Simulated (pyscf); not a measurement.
Thermochemistry of product channels of H₂Si=PH + PH₃ on the singlet surface, in kcal/mol, from CCSD(T)/def2-TZVPP + ΔMP2(QZVPP) energies (ideal gas, 1 atm, RRHO with modes under 100 cm⁻¹ raised to 100, one conformer, R ln 2 for chiral ones without a mode under 150 cm⁻¹). Single points on ωB97X-D3(BJ)/def2-SVP structures (PySCF, gas phase). Correlated levels are frozen-core, on RHF or UHF. ΔMP2 is the change of the MP2 total energy from the triple- to the quadruple-zeta basis.

```
products         ΔE  ΔH(298 K)  ΔG(900 K)  ΔG(1200 K)
------------  -----  ---------  ---------  ----------
H₂P–SiH₂–PH₂  -37.6      -35.8       -5.6        +3.6
H₃Si–PH–PH₂   -34.5      -32.6       -2.2        +7.1
```

The channel to H₂P–SiH₂–PH₂ turns unfavourable between 298 and 1200 K (ΔG from -25.5 kcal/mol to +3.6 kcal/mol). The channel to H₃Si–PH–PH₂ turns unfavourable between 298 and 1200 K (ΔG from -22.2 kcal/mol to +7.1 kcal/mol).

These are energies of the channels, which say nothing of barriers. The CCSD(T) − MP2 part came from Ansatz, without density fitting, on the same reference.
